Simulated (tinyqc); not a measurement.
LCCD on RHF in the sto-3g basis, frozen core, for HF, spin multiplicity 1, step by step. Computed by tinyqc, a small Python program that keeps every step (integrals from PySCF). Settings: charge = 0, multiplicity = 1, basis = sto-3g, method = RHF, frozen orbitals = 1, energy threshold = 1e-10, iteration cap = 66, orthogonalisation = symmetric, start = Wolfsberg-Helmholz matrix, DIIS depth = 6, amplitude equations = LCCD, DIIS depth for amplitudes = 6, cap on updates = 67. Command: `OMP_NUM_THREADS=1 python tinyqc.py 20944 20945 out.jsonl` (the two numbers bound the seeds that draw the settings). One thread of a shared host (Intel(R) Xeon(R) Processor @ 2.60GHz), about 0.08 s of CPU time with the checks. The early iterations of the SCF are left out here.

## One-electron integrals

Geometry (angstrom):
```
atom        x        y        z
F     0.00000  0.00000  0.00000
H     0.00000  0.00000  1.10500
```

Basis sto-3g: exponents (1/bohr^2) and contraction coefficients of normalised primitives:
```
element  l (shell)   exponent  coefficient
F            s (1)  166.67913      0.15433
F            s (1)   30.36081      0.53533
F            s (1)    8.21682      0.44463
F            s (2)    6.46480     -0.09997
F            s (2)    1.50228      0.39951
F            s (2)    0.48859      0.70012
F            p (3)    6.46480      0.15592
F            p (3)    1.50228      0.60768
F            p (3)    0.48859      0.39196
H            s (1)    3.42525      0.15433
H            s (1)    0.62391      0.53533
H            s (1)    0.16886      0.44463
```

Overlap, kinetic and nuclear-attraction integrals over the contracted functions; the nuclear repulsion is the sum of Za Zb / Rab.

nuclear repulsion = 4.3100406 hartree

overlap S, lower triangle:
```
          1F 1s    1F 2s   1F 2px   1F 2py   1F 2pz    2H 1s
1F 1s   1.00000
1F 2s   0.23799  1.00000
1F 2px  0.00000  0.00000  1.00000
1F 2py  0.00000  0.00000  0.00000  1.00000
1F 2pz  0.00000  0.00000  0.00000  0.00000  1.00000
2H 1s   0.03154  0.33323  0.00000  0.00000  0.28084  1.00000
```

kinetic energy T (hartree), lower triangle:
```
           1F 1s    1F 2s   1F 2px   1F 2py   1F 2pz    2H 1s
1F 1s   36.98458
1F 2s   -0.21286  1.03800
1F 2px   0.00000  0.00000  3.24801
1F 2py   0.00000  0.00000  0.00000  3.24801
1F 2pz   0.00000  0.00000  0.00000  0.00000  3.24801
2H 1s   -0.00745  0.04945  0.00000  0.00000  0.14884  0.76003
```

nuclear attraction V (hartree), lower triangle:
```
            1F 1s      1F 2s     1F 2px     1F 2py     1F 2pz     2H 1s
1F 1s   -77.48847
1F 2s    -9.29078  -12.01926
1F 2px    0.00000    0.00000  -11.90235
1F 2py    0.00000    0.00000    0.00000  -11.90235
1F 2pz   -0.01037   -0.12807    0.00000    0.00000  -11.97509
2H 1s    -1.26269   -2.94536    0.00000    0.00000   -2.16124  -5.44905
```

core Hamiltonian H = T + V (hartree), lower triangle:
```
            1F 1s      1F 2s    1F 2px    1F 2py    1F 2pz     2H 1s
1F 1s   -40.50390
1F 2s    -9.50364  -10.98126
1F 2px    0.00000    0.00000  -8.65434
1F 2py    0.00000    0.00000   0.00000  -8.65434
1F 2pz   -0.01037   -0.12807   0.00000   0.00000  -8.72708
2H 1s    -1.27014   -2.89591   0.00000   0.00000  -2.01240  -4.68902
```

## Two-electron integrals

Functions are numbered as in S; the eight-fold symmetry (ij|kl) = (ji|kl) = (kl|ij) leaves the list below.

Two-electron integrals (ij|kl) in chemists' order, unique and non-zero (hartree):
```
(11|11) 5.40350   (21|11) 0.84192   (21|21) 0.15630   (22|11) 1.26803
(22|21) 0.29234   (22|22) 0.92617   (31|31) 0.02800   (32|31) 0.04317
(32|32) 0.20459   (33|11) 1.26450   (33|21) 0.29240   (33|22) 0.92596
(33|33) 0.99751   (41|41) 0.02800   (42|41) 0.04317   (42|42) 0.20459
(43|43) 0.05377   (44|11) 1.26450   (44|21) 0.29240   (44|22) 0.92596
(44|33) 0.88997   (44|44) 0.99751   (51|51) 0.02800   (52|51) 0.04317
(52|52) 0.20459   (53|53) 0.05377   (54|54) 0.05377   (55|11) 1.26450
(55|21) 0.29240   (55|22) 0.92596   (55|33) 0.88997   (55|44) 0.88997
(55|55) 0.99751   (61|11) 0.11302   (61|21) 0.02081   (61|22) 0.03872
(61|33) 0.03866   (61|44) 0.03866   (61|51) 0.00085   (61|52) 0.00160
(61|55) 0.03884   (61|61) 0.00280   (62|11) 0.29785   (62|21) 0.06964
(62|22) 0.24753   (62|33) 0.24384   (62|44) 0.24384   (62|51) 0.00475
(62|52) 0.03768   (62|55) 0.25466   (62|61) 0.00942   (62|62) 0.08272
(63|31) 0.00715   (63|32) 0.04290   (63|53) 0.00785   (63|63) 0.01203
(64|41) 0.00715   (64|42) 0.04290   (64|54) 0.00785   (64|64) 0.01203
(65|11) 0.20758   (65|21) 0.04914   (65|22) 0.18696   (65|33) 0.17907
(65|44) 0.17907   (65|51) 0.01007   (65|52) 0.06976   (65|55) 0.20253
(65|61) 0.00691   (65|62) 0.07669   (65|65) 0.08263   (66|11) 0.46888
(66|21) 0.11141   (66|22) 0.45750   (66|33) 0.44241   (66|44) 0.44241
(66|51) 0.00914   (66|52) 0.10306   (66|55) 0.48720   (66|61) 0.01515
(66|62) 0.19998   (66|65) 0.21576   (66|66) 0.77461
```

## Orthogonalisation

S = U s U^T; symmetric (Loewdin) form X = U s^(-1/2) U^T, so that X^T S X = 1.

eigenvalues of S: 0.53512  0.84725  1.00000  1.00000  1.12866  1.48897

X, lower triangle:
```
           1F 1s     1F 2s   1F 2px   1F 2py    1F 2pz    2H 1s
1F 1s    1.02286
1F 2s   -0.12898   1.07313
1F 2px   0.00000   0.00000  1.00000
1F 2py   0.00000   0.00000  0.00000  1.00000
1F 2pz  -0.00456   0.04193  0.00000  0.00000   1.03450
2H 1s    0.01753  -0.19404  0.00000  0.00000  -0.16028  1.08374
```

## Iteration 7 (converged): orbitals

converged F (hartree), lower triangle:
```
            1F 1s     1F 2s    1F 2px    1F 2py    1F 2pz     2H 1s
1F 1s   -25.90739
1F 2s    -6.62423  -3.02486
1F 2px    0.00000   0.00000  -0.46207
1F 2py    0.00000   0.00000   0.00000  -0.46207
1F 2pz   -0.01849  -0.04631   0.00000   0.00000  -0.26335
2H 1s    -0.89449  -0.82251   0.00000   0.00000  -0.48913  -0.38670
```

Diagonalise F' = X^T F X, C = X C', fill 5 alpha and 5 beta electrons from the bottom; D = 2 C_occ C_occ^T. Each column has its largest component positive (the first on a tie).

F' = X^T F X (hartree), lower triangle:
```
           1         2         3         4         5         6
1  -25.43645
2   -3.40114  -1.79398
3    0.00000   0.00000  -0.46207
4    0.00000   0.00000   0.00000  -0.46207
5   -0.04188   0.07479   0.00000   0.00000  -0.12699
6   -0.08634  -0.40783   0.00000   0.00000  -0.48092  -0.05864
```

orbital energies (hartree): MO1 -25.91683, MO2 -1.42926, MO3 -0.52688, MO4 -0.46207, MO5 -0.46207, MO6 0.45692

coefficients C:
```
             MO1       MO2       MO3       MO4      MO5       MO6
1F 1s    0.99489  -0.25544   0.06266   0.00000  0.00000   0.06505
1F 2s    0.02119   0.97857  -0.32395   0.00000  0.00000  -0.38033
1F 2px   0.00000   0.00000   0.00000   0.96601  0.25852   0.00000
1F 2py   0.00000   0.00000   0.00000  -0.25852  0.96601   0.00000
1F 2pz   0.00180   0.04389   0.68815   0.00000  0.00000  -0.78878
2H 1s   -0.00396   0.12057   0.57215   0.00000  0.00000   0.94669
```

D after iteration 7, lower triangle:
```
           1F 1s     1F 2s   1F 2px   1F 2py   1F 2pz    2H 1s
1F 1s    2.11797
1F 2s   -0.49837   2.12599
1F 2px   0.00000   0.00000  2.00000
1F 2py   0.00000   0.00000  0.00000  2.00000
1F 2pz   0.06740  -0.35987  0.00000  0.00000  0.95097
2H 1s    0.00223  -0.13489  0.00000  0.00000  0.79802  0.68381
```

Within a degenerate level the vectors are fixed only up to a rotation; this is one choice.

## Convergence

Stop when the energy changes by less than 1e-10 hartree and every element of the error matrix X^T (F D S - S D F) X is below 3e-06.

Course of the cycle:
```
iteration  E (hartree)     change  largest element of the error matrix
1          -98.2477556          -                             4.54e-01
2          -98.5366806  -2.89e-01                             1.01e-01
3          -98.5507605  -1.41e-02                             1.62e-02
4          -98.5509300  -1.69e-04                             1.86e-03
5          -98.5509324  -2.40e-06                             1.31e-05
6          -98.5509324  -1.11e-10                             2.56e-07
7          -98.5509324  -4.26e-14                             1.18e-09
```

PySCF RHF in the same basis = -98.5509324 hartree

Converged in 7 iterations.

## Integrals over molecular orbitals

(pq|rs) = sum C_ip C_jq C_kr C_ls (ij|kl), one index at a time.

one-electron integrals over orbitals h = C^T H C (hartree), lower triangle:
```
           1         2         3         4         5         6
1  -40.48627
2    0.71552  -9.12954
3   -0.16642   0.54084  -7.13938
4    0.00000   0.00000   0.00000  -8.65434
5    0.00000   0.00000   0.00000   0.00000  -8.65434
6   -0.17749   0.95255   2.09962   0.00000   0.00000  -6.06312
```

Two-electron integrals over orbitals (pq|rs), unique and non-zero (hartree); the lowest 1 orbital is frozen and left out:
```
(22|22) 0.86390    (32|22) -0.03919   (32|32) 0.14640    (33|22) 0.72030
(33|32) -0.02668   (33|33) 0.71154    (42|42) 0.18620    (43|42) -0.03443
(43|43) 0.04002    (44|22) 0.88823    (44|32) -0.07325   (44|33) 0.70993
(44|44) 0.99751    (52|52) 0.18620    (53|52) -0.03443   (53|53) 0.04002
(54|54) 0.05377    (55|22) 0.88823    (55|32) -0.07325   (55|33) 0.70993
(55|44) 0.88997    (55|55) 0.99751    (62|22) -0.10478   (62|32) -0.06513
(62|33) -0.02677   (62|44) -0.10285   (62|55) -0.10285   (62|62) 0.09285
(63|22) -0.20798   (63|32) 0.08945    (63|33) -0.10548   (63|44) -0.22560
(63|55) -0.22560   (63|62) 0.04585    (63|63) 0.20921    (64|42) -0.03448
(64|43) -0.01952   (64|64) 0.03008    (65|52) -0.03448   (65|53) -0.01952
(65|65) 0.03008    (66|22) 0.65713    (66|32) 0.05645    (66|33) 0.66082
(66|44) 0.63677    (66|55) 0.63677    (66|62) -0.06006   (66|63) -0.02115
(66|66) 0.69401
```

## LCCD: starting amplitudes

t_ij^ab = <ij||ab> / (e_i + e_j - e_a - e_b), whose energy is MP2.

Starting amplitudes (spin orbitals 1a, 1b, ...; amplitudes related by a flip of all spins are not repeated):
```
from      to         t
3a 3b  6a 6b  -0.10633
2a 2b  6a 6b  -0.02461
4a 4b  6a 6b  -0.01636
5a 5b  6a 6b  -0.01636
2a 3b  6a 6b  -0.01598
```

correlation energy = -0.0269802 hartree

## LCCD: amplitude update 1

t_ij^ab D_ij^ab are set to the remaining terms of the spin-orbital equations, evaluated with the old amplitudes; for the doubles these are <ij||ab> + 1/2 <ab||ef> t_ij^ef + 1/2 <mn||ij> t_mn^ab + P(ij)P(ab) <mb||ej> t_im^ae, D the orbital-energy denominators (linear CCD).

Amplitudes after update 1 (spin orbitals 1a, 1b, ...; amplitudes related by a flip of all spins are not repeated):
```
from      to         t
3a 3b  6a 6b  -0.14963
2a 2b  6a 6b  -0.02554
2a 3b  6a 6b  -0.02506
4a 4b  6a 6b  -0.01876
5a 5b  6a 6b  -0.01876
```

correlation energy = -0.0371024 hartree

## LCCD: amplitude update 2

As before.

Amplitudes after update 2 (spin orbitals 1a, 1b, ...; amplitudes related by a flip of all spins are not repeated):
```
from      to         t
3a 3b  6a 6b  -0.16836
2a 3b  6a 6b  -0.02901
2a 2b  6a 6b  -0.02436
4a 4b  6a 6b  -0.01902
5a 5b  6a 6b  -0.01902
```

correlation energy = -0.0412892 hartree

## LCCD: amplitude update 3

t_ij^ab D_ij^ab are set to the remaining terms of the spin-orbital equations, evaluated with the old amplitudes; for the doubles these are <ij||ab> + 1/2 <ab||ef> t_ij^ef + 1/2 <mn||ij> t_mn^ab + P(ij)P(ab) <mb||ej> t_im^ae, D the orbital-energy denominators (linear CCD). DIIS then mixes the stored amplitudes.

DIIS coefficients: -0.78099  1.78099

Amplitudes after update 3 (spin orbitals 1a, 1b, ...; amplitudes related by a flip of all spins are not repeated):
```
from      to         t
3a 3b  6a 6b  -0.18306
2a 3b  6a 6b  -0.03193
2a 2b  6a 6b  -0.02292
4a 4b  6a 6b  -0.01897
5a 5b  6a 6b  -0.01897
```

correlation energy = -0.0444947 hartree

## LCCD: convergence

E_corr = 1/4 sum <ij||ab> t_ij^ab; stop when the norm of the change is below 1e-8.

Course of the amplitude iterations:
```
update  correlation energy (hartree)  norm of the change
0                         -0.0269802                   -
1                         -0.0371024            9.06e-02
2                         -0.0412892            3.92e-02
3                         -0.0444947            1.72e-02
4                         -0.0444924            3.61e-04
5                         -0.0444912            3.37e-05
6                         -0.0444912            4.10e-06
7                         -0.0444912            7.46e-16
```

Converged amplitudes (spin orbitals 1a, 1b, ...; amplitudes related by a flip of all spins are not repeated):
```
from      to         t
3a 3b  6a 6b  -0.18317
2a 3b  6a 6b  -0.03183
2a 2b  6a 6b  -0.02278
4a 4b  6a 6b  -0.01888
5a 5b  6a 6b  -0.01888
```

LCCD total energy = -98.5954236 hartree

Converged in 7 updates, with DIIS from the third.
